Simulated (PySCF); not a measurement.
**[BPH5]− (SMILES [BH3-]P), step by step**

Aim: a geometry optimisation (B3LYP5/pc-0), then a single-point energy (UMP2/pcSseg-1), then attachment energies (EOM-CCSD/6-31+G**) of [BPH5]−. Input form: a Python script.

Program for the calculation: PySCF 2.14.0.

1 further run of the same task is left out (for a faulty analytic Hessian).

## 1. The system as given

The species is [BPH5]− (7 atoms), meant as a singlet with charge -1. SMILES: `[BH3-]P`. All atoms were displaced at random from a relaxed shape. The run starts from this shape.

Bond lengths: B1–P2 1.968 Å, B1–H3 1.245 Å, B1–H4 1.287 Å, B1–H5 1.277 Å, P2–H6 1.484 Å, P2–H7 1.476 Å. Angles: B1–P2–H6 90.0°, B1–P2–H7 94.8°, P2–B1–H3 111.6°, P2–B1–H4 102.8°, P2–B1–H5 117.3°, H6–P2–H7 81.9°, H3–B1–H4 108.5°, H3–B1–H5 103.5°, H4–B1–H5 113.1°.

## 2. A structure relaxation at B3LYP5/pc-0 (C-PCM water) (run 1)

File geometry.xyz:

```xyz
7
BH5P
B     -0.455502    -0.483787    -0.278880
P      0.749132     0.218417     1.110438
H     -1.606814    -0.662333     0.160089
H      0.060824    -1.631038    -0.550719
H     -0.640636     0.239599    -1.314969
H      0.225174     1.586819     0.872721
H      1.782150     0.674275     0.160479
```

File run.py:

```python
from pyscf import gto, dft, solvent
from pyscf.geomopt.geometric_solver import kernel as optimise

molecule = gto.Mole()
molecule.atom = 'geometry.xyz'
molecule.charge = -1
molecule.basis = 'pc-0'
molecule.spin = 0
molecule.verbose = 3
molecule.max_memory = 1860
molecule.build()

ks = dft.RKS(molecule)
ks.xc = 'b3lyp5'
ks = ks.PCM()
ks.with_solvent.method = 'C-PCM'
ks.with_solvent.eps = 78.3553
converged, mol_eq = optimise(ks, maxsteps=100)
print('converged:', converged)
print(mol_eq.tostring())

ks.reset(mol_eq)
molecule = mol_eq
ks.kernel()
e_final = ks.e_tot
print('E = %.10f Eh' % e_final)
```

On the command line:

```sh
$ OMP_NUM_THREADS=1 python run.py
```

Output:

```text
maxiter                   100
[... 56 lines left out ...]
WARN: Mole.unit (angstrom) is changed to Bohr
[... 30 lines left out ...]
WARN: PCM is an experimental feature. It is still in testing.
[... 57 lines left out ...]
WARN: PCM is an experimental feature. It is still in testing.
[... 57 lines left out ...]
WARN: PCM is an experimental feature. It is still in testing.
[... 57 lines left out ...]
WARN: PCM is an experimental feature. It is still in testing.
[... 57 lines left out ...]
WARN: PCM is an experimental feature. It is still in testing.
[... 45 lines left out ...]
Converged! =D
[... 1 line left out ...]
converged: True
B          -0.50126926       -0.55457309       -0.33942385
P           0.76162928        0.33190144        1.02143995
H          -1.58908578       -0.68630329        0.21986434
H          -0.02714421       -1.65976592       -0.59806410
H          -0.62174802        0.11402197       -1.36329801
H           0.23832298        1.68843033        1.03917071
H           1.88891225        0.67583815        0.16985306

WARN: PCM is an experimental feature. It is still in testing.
Features and APIs may be changed in the future.

converged SCF energy = -369.017843816466
E = -369.0178438165 Eh
```

Wall time 23 s (1 thread of AMD EPYC 9R45 (Zen 5), shared host); peak memory 0.44 GiB.

The path in brief:

| step | energy from the first frame kept (eV) | largest force (eV/Å) |
| --- | --- | --- |
| 0 | 0.0000 | 2.1741 |
| 1 | -0.3278 | 0.7764 |
| 2 | -0.3682 | 0.1814 |
| 3 | -0.3699 | 0.0499 |
| 4 | -0.3700 | 0.0154 |
| 5 | -0.3700 | 0.0046 |
| 6 | -0.3700 | 0.0068 |
| 7 | -0.3701 | 0.0132 |
| 8 | -0.3701 | 0.0139 |
| 9 | -0.3701 | 0.0079 |
| 10 | -0.3701 | 0.0018 |

After the run. Bond lengths: B1–P2 2.057 Å, B1–H3 1.230 Å, B1–H4 1.230 Å, B1–H5 1.229 Å, P2–H6 1.454 Å, P2–H7 1.454 Å. Angles: B1–P2–H6 100.9°, B1–P2–H7 101.0°, P2–B1–H3 106.8°, P2–B1–H4 106.8°, P2–B1–H5 112.1°, H6–P2–H7 93.8°, H3–B1–H4 109.9°, H3–B1–H5 110.5°, H4–B1–H5 110.6°.

## 3. A single-point energy at UMP2/pcSseg-1 (run 3)

File calc.py:

```python
# [BH3-]P
from pyscf import gto, scf, mp

mol = gto.M(
    atom='''
B   -0.501269  -0.554573  -0.339424
P    0.761629   0.331901   1.021440
H   -1.589086  -0.686303   0.219864
H   -0.027144  -1.659766  -0.598064
H   -0.621748   0.114022  -1.363298
H    0.238323   1.688430   1.039171
H    1.888912   0.675838   0.169853
''',
    charge=-1,
    max_memory=1860,
    basis='pcsseg-1',
    verbose=4,
)

mf = scf.UHF(mol)
mf.kernel()
for _ in range(3):
    mo, _, stable, _ = mf.stability(return_status=True)
    if stable:
        break
    mf.kernel(mf.make_rdm1(mo, mf.mo_occ))

pt = mp.MP2(mf, frozen=6).run()
e_final = pt.e_tot
print(f'total energy: {e_final:.8f} hartree')
```

On the command line:

```sh
$ OMP_NUM_THREADS=1 python calc.py
```

Output:

```text
PySCF version 2.14.0

[... 87 lines left out ...]
converged SCF energy = -368.29576569705  <S^2> = 1.4808066e-10  2S+1 = 1
[... 3 lines left out ...]
******** <class 'pyscf.mp.ump2.UMP2'> ********
nocc = (np.int64(7), np.int64(7)), nmo = (60, 60)
frozen orbitals 6
E(UMP2) = -368.538093594344  E_corr = -0.242327897294129
E(SCS-UMP2) = -368.548907718716  E_corr = -0.253142021666102
E_corr(same-spin) = -0.0434439866386765
E_corr(oppo-spin) = -0.198883910655453
total energy: -368.53809359 hartree
```

It took 1.7 s on 1 thread of AMD EPYC 9R45 (Zen 5), shared host; peak memory 0.15 GiB.

## 4. Attachment energies at EOM-CCSD/6-31+G(d,p) (spherical functions, root kind ea) (run 4)

File job.py:

```python
# [BH3-]P
import numpy
from pyscf import gto, cc

mol = gto.M(
    atom=[
    ('B', (-0.501269, -0.554573, -0.339424)),
    ('P', (0.761629, 0.331901, 1.021440)),
    ('H', (-1.589086, -0.686303, 0.219864)),
    ('H', (-0.027144, -1.659766, -0.598064)),
    ('H', (-0.621748, 0.114022, -1.363298)),
    ('H', (0.238323, 1.688430, 1.039171)),
    ('H', (1.888912, 0.675838, 0.169853)),
],
    max_memory=1860,
    verbose=4,
    basis='6-31+g**',
    charge=-1,
)

hf = mol.RHF()
hf.kernel()

mycc = cc.CCSD(hf, frozen=6)
mycc.kernel()
e_tot = mycc.e_tot
print('Final energy', e_tot)

e, vec = mycc.eaccsd(nroots=4)
roots = numpy.atleast_1d(e) * 27.211386
print('EOM-EA-CCSD roots (eV)')
for i, w in enumerate(roots, 1):
    print('%3d %10.4f' % (i, w))
```

On the command line:

```sh
$ OMP_NUM_THREADS=1 python job.py
```

Output:

```text
PySCF version 2.14.0

[... 59 lines left out ...]
converged SCF energy = -368.309945242976
[... 12 lines left out ...]
Init t2, MP2 energy = -368.549165000265  E_corr(MP2) -0.239219757288513
[... 13 lines left out ...]
CCSD converged
[... 1 line left out ...]
Final energy -368.58960703454943
[... 1 line left out ...]
******** <class 'pyscf.cc.eom_rccsd.EOMEA'> ********
max_space = 20
max_cycle = 50
conv_tol = 1e-07
partition = None
EOM-CCSD root 0 E = 0.183298343457592  qpwt = 0.990193  conv = True
EOM-CCSD root 1 E = 0.2160018868950082  qpwt = 0.987964  conv = True
EOM-CCSD root 2 E = 0.2268678818896867  qpwt = 0.990762  conv = True
EOM-CCSD root 3 E = 0.2314298760239936  qpwt = 0.990463  conv = True
EOM-EA-CCSD roots (eV)
  1     4.9878
  2     5.8777
  3     6.1734
  4     6.2975
```

Wall time 2.4 s (1 thread of AMD EPYC 9R45 (Zen 5), shared host); peak memory 0.33 GiB.

## 5. Outcome

```
                                                                       quantity          value
                                    run 1, B3LYP5/pc-0: total energy at the end  -369.01784 Eh
                                                run 1, B3LYP5/pc-0: HOMO energy       -5.37 eV
                                                run 1, B3LYP5/pc-0: LUMO energy        2.15 eV
      run 1, B3LYP5/pc-0: HOMO–LUMO gap (to an unbound level, set by the basis)        7.52 eV
                                 run 1, B3LYP5/pc-0: solvent term in the energy  -244.4 kJ/mol
                                             run 3, UMP2/pcSseg-1: total energy  -368.53809 Eh
                      run 3, UMP2/pcSseg-1: HOMO energy (Hartree–Fock orbitals)       -3.62 eV
                      run 3, UMP2/pcSseg-1: LUMO energy (Hartree–Fock orbitals)        8.90 eV
    run 3, UMP2/pcSseg-1: HOMO–LUMO gap (to an unbound level, set by the basis)       12.52 eV
              run 3, UMP2/pcSseg-1: correlation energy (6 core orbitals frozen)     -242.3 mEh
                    run 4, EOM-CCSD/6-31+G**: ground-state or mean-field energy  -368.58961 Eh
                  run 4, EOM-CCSD/6-31+G**: HOMO energy (Hartree–Fock orbitals)       -3.67 eV
                  run 4, EOM-CCSD/6-31+G**: LUMO energy (Hartree–Fock orbitals)        5.25 eV
run 4, EOM-CCSD/6-31+G**: HOMO–LUMO gap (to an unbound level, set by the basis)        8.92 eV
          run 4, EOM-CCSD/6-31+G**: correlation energy (6 core orbitals frozen)     -279.7 mEh
                                        run 4, EOM-CCSD/6-31+G**: T1 diagnostic          0.011
              run 4, EOM-CCSD/6-31+G**: lowest attachment energy, E(N+1) − E(N)        4.99 eV
```

In words: The optimisation (run 1, B3LYP5/pc-0) took 10 steps and changed the energy by -0.370 eV. Mulliken charges (run 1, B3LYP5/pc-0) run from -0.46 on B1 to -0.03 on H7; they depend strongly on the basis. A positive attachment energy means an unbound electron; such a root is set by the basis.
